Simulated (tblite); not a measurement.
C5H4S (charge -1 and doublet state).
Numbering: `[CH:1]#[C:2]/[CH:3]=[CH:4]/[CH:5][S-:6]` (hydrogens: H7 on C1; H8 on C3; H9 on C4; H10 on C5)

A start from a force field or distance geometry was refined with GFN2-xTB geometry optimisation, gas phase in tblite. Values at the start:

```csv
coordinate,start
C1≡C2,1.190 Å
C1–H7,1.069 Å
C2–C3,1.432 Å
C3=C4,1.326 Å
C3–H8,1.093 Å
C4–C5,1.439 Å
C4–H9,1.097 Å
C5–S6,1.700 Å
C5–H10,1.084 Å
C1–C2–C3,178.6°
C2–C3–C4,122.4°
C3–C4–C5,122.9°
C4–C5–S6,119.4°
```

Question: How do these coordinates change at the GFN2-xTB level?

Answer: 
```csv
coordinate,GFN2-xTB (Å or °),change
C4–C5,1.377,-0.062
C3=C4,1.388,+0.062
C2–C3,1.383,-0.049
C1≡C2,1.212,+0.022
C1–H7,1.050,-0.019
C4–H9,1.085,-0.012
C3–H8,1.086,-0.007
C5–S6,1.694,-0.006
C5–H10,1.089,+0.005
C4–C5–S6,124.8,+5.4
C3–C4–C5,124.3,+1.4
C2–C3–C4,123.6,+1.2
C1–C2–C3,179.2,+0.6
```

The energy falls by 22.1 kJ/mol over 35 L-BFGS steps, the largest force on an atom goes from 3.68 to 0.007 eV/Å, and the atoms move by 0.051 Å rms after alignment. Among the bonds, C3=C4 and C4–C5 change most and about equally (-0.062 to +0.062 Å). Bonds longer at the end by more than 0.005 Å: 3 of 9; shorter: 6. Rotational constants go from 19938, 1004, 956.1 to 22900, 981.1, 940.8 MHz.

Time: 0.15 s wall. Hardware: an Arm Neoverse V1 with one thread, no GPU (shared host).

Its GFN2-xTB frequencies are all real (lowest 106 cm⁻¹). Whether the extra electron is bound in the gas phase wasn't checked; a finite basis holds it in any case. 2 starts were optimised and ended at 0.00 and 2.09 kcal/mol (GFN2-xTB); the lowest of these is shown.

The values belong to the conformer `[CH:1]#[C:2]/[CH:3]=[CH:4]/[CH:5][S-:6]`: C3–C4–C5–S6 180°.

All values are computed, not measured.
